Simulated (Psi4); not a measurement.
# MP2/cc-pVDZ (density fitting with cc-pvtz-jkfit, density fitting for correlation, sweep point 4) run of [BCl2]+ (SMILES Cl[B+]Cl)

Aim: the vertical ionisation energy of [BCl2]+ at MP2/cc-pVDZ (density fitting with cc-pvtz-jkfit, density fitting for correlation, sweep point 4), from 2 runs. 

The calculation is run with Psi4 1.11.

2 further runs of the same task are left out: 2 set aside as unsound or not needed.

### Step 1. The molecule

The species is [BCl2]+ (3 atoms), meant as a singlet with charge +1. As SMILES, `Cl[B+]Cl`. The shape is that of a GFN2-xTB optimisation.

Bond lengths: Cl1–B2 1.572 Å, B2–Cl3 1.572 Å. Angles: Cl1–B2–Cl3 179.8°.

### Step 2. A single-point energy at MP2/cc-pVDZ (density fitting with cc-pvtz-jkfit, density fitting for correlation, sweep point 4)

Input file input.in:

```
memory 1600 MB

molecule system {
  1 1
  Cl    -1.238380     0.766480    -0.591300
  B      0.000740     0.001360     0.000550
  Cl     1.237640    -0.767840     0.590740
  symmetry c1
}

set {
  basis           cc-pVDZ
  puream          true
  scf_type        df
  num_frozen_docc 11
  df_basis_scf    cc-pvtz-jkfit
}

e_tot, wfn = energy('mp2', return_wfn=True)
```

On the command line:

```sh
$ psi4 input.in input.out -n 1
```

input.out:

```text
[...]
  Running in c1 symmetry.
[...]
  Nuclear repulsion =  105.883521863230627
[...]
  Multiplicity = 1
[...]
  Nalpha       = 19
  Nbeta        = 19
[...]
    Number of basis functions: 50
[...]
   @DF-RHF iter   1:  -943.40924194663683    3.95100e-01   4.43399e-03 DIIS/ADIIS
[...]
   @DF-RHF iter   9:  -943.44255641175050   -1.93268e-12   4.34252e-09 DIIS
[...]
    Orbital Energies [Eh]
    ---------------------
    Doubly Occupied:
       1A   -105.145008     2A   -105.144941     3A    -10.874622
       4A    -10.874534     5A     -8.342027     6A     -8.341942
       7A     -8.338230     8A     -8.338230     9A     -8.338148
      10A     -8.338148    11A     -8.043863    12A     -1.456904
      13A     -1.434655    14A     -0.952202    15A     -0.898956
      16A     -0.817755    17A     -0.817755    18A     -0.749636
      19A     -0.749636
[...]
  @DF-RHF Final Energy:  -943.44255641175050
   => Energetics <=
    Nuclear Repulsion Energy =            105.8835218632306265
    One-Electron Energy =               -1502.6577679298675321
    Two-Electron Energy =                 453.3316896548863042
    Total Energy =                       -943.4425564117505019
[...]
 Multipole Moments:
 ------------------------------------------------------------------------------------
     Multipole            Electronic (a.u.)      Nuclear  (a.u.)        Total (a.u.)
 ------------------------------------------------------------------------------------
 L = 1.  Multiply by 2.5417464519 to convert [e a0] to [Debye]
 Dipole X            :          0.0028526           -0.0007888            0.0020638
 Dipole Y            :          0.0027501           -0.0011783            0.0015718
 Dipole Z            :         -0.0000000           -0.0000000           -0.0000000
 Magnitude           :                                                    0.0025942
[...]
```

It took 3.6 s on 1 thread of AMD EPYC 7R43 (Zen 3), shared host; peak memory 0.24 GiB.

### Step 3. Doublet [BCl2]2+, same level

Input file input.dat:

```
memory 1600 mb

molecule {
  2 2
  Cl    -1.238380     0.766480    -0.591300
  B      0.000740     0.001360     0.000550
  Cl     1.237640    -0.767840     0.590740
  symmetry c1
}

set reference uhf
set puream true
set scf_type df
set num_frozen_docc 11
set df_basis_scf cc-pvtz-jkfit
set maxiter 150

e, wfn = energy('mp2/cc-pVDZ', return_wfn=True)
print_variables()
```

On the command line:

```sh
$ psi4 input.dat output.dat -n 1
```

output.dat:

```text
[...]
  Running in c1 symmetry.
[...]
  Nuclear repulsion =  105.883521863230627
[...]
  Multiplicity = 2
[...]
  Nalpha       = 19
  Nbeta        = 18
[...]
    Number of basis functions: 50
[...]
   @DF-UHF iter   1:  -942.64087954030765    1.16346e+00   6.58516e-03 ADIIS/DIIS
[...]
   @DF-UHF iter  19:  -942.73351772115404   -3.41061e-13   3.06591e-09 DIIS
[...]
   @S^2 Observed:                8.924525546E-01
[...]
    Orbital Energies [Eh]
    ---------------------
    Alpha Occupied:
       1A   -105.487051     2A   -105.485461     3A    -11.210487
       4A    -11.208909     5A     -8.688974     6A     -8.687232
       7A     -8.674366     8A     -8.672831     9A     -8.670376
      10A     -8.668848    11A     -8.296317    12A     -1.776647
      13A     -1.761816    14A     -1.238772    15A     -1.194711
      16A     -1.146666    17A     -1.106115    18A     -1.104152
      19A     -1.052229
    Alpha Virtual:
      20A     -0.400823    21A     -0.396219    22A     -0.309716
      23A     -0.140886    24A     -0.083238    25A     -0.067948
[...]
  @DF-UHF Final Energy:  -942.73351772115404
   => Energetics <=
    Nuclear Repulsion Energy =            105.8835218632306265
    One-Electron Energy =               -1490.5757609936708832
    Two-Electron Energy =                 441.9587214092861132
    Total Energy =                       -942.7335177211540440
  UHF NO Occupations:
  HONO-2 :   17  A 1.9983319
  HONO-1 :   18  A 1.9316849
[...]
 Multipole Moments:
 ------------------------------------------------------------------------------------
     Multipole            Electronic (a.u.)      Nuclear  (a.u.)        Total (a.u.)
 ------------------------------------------------------------------------------------
 L = 1.  Multiply by 2.5417464519 to convert [e a0] to [Debye]
 Dipole X            :         -0.0096806           -0.0007888           -0.0104693
 Dipole Y            :          0.0095701           -0.0011783            0.0083918
 Dipole Z            :          0.0000000           -0.0000000            0.0000000
 Magnitude           :                                                    0.0134175
[...]
```

Wall time 3.6 s (1 thread of AMD EPYC 7R43 (Zen 3), shared host); peak memory 0.24 GiB.

### Step 4. Results

At MP2/cc-pVDZ (density fitting with cc-pvtz-jkfit, density fitting for correlation, sweep point 4), 11 core orbitals frozen:

| quantity | value |
| --- | --- |
| singlet [BCl2]+: total energy | -943.77677 Eh |
| singlet [BCl2]+: HOMO energy (Hartree–Fock orbitals) | -20.40 eV |
| singlet [BCl2]+: LUMO energy (Hartree–Fock orbitals) | -4.06 eV |
| singlet [BCl2]+: HOMO–LUMO gap (Hartree–Fock orbitals) | 16.34 eV |
| singlet [BCl2]+: correlation energy (11 core orbitals frozen) | -334.2 mEh |
| doublet [BCl2]2+: total energy | -943.04251 Eh |
| doublet [BCl2]2+: HOMO energy (Hartree–Fock orbitals) (highest over α and β) | -26.82 eV |
| doublet [BCl2]2+: LUMO energy (Hartree–Fock orbitals) (lowest over α and β) | -18.13 eV |
| doublet [BCl2]2+: correlation energy (11 core orbitals frozen) | -309.0 mEh |
| doublet [BCl2]2+: ⟨S²⟩ of the reference determinant | 0.892 |
| vertical ionisation energy (to the doublet dication) | 19.980 eV |

What this shows: The vertical ionisation energy comes to 19.98 eV (461 kcal/mol). ⟨S²⟩ (doublet [BCl2]2+) is 0.89 where a pure doublet has 0.75: the reference is spin-contaminated.
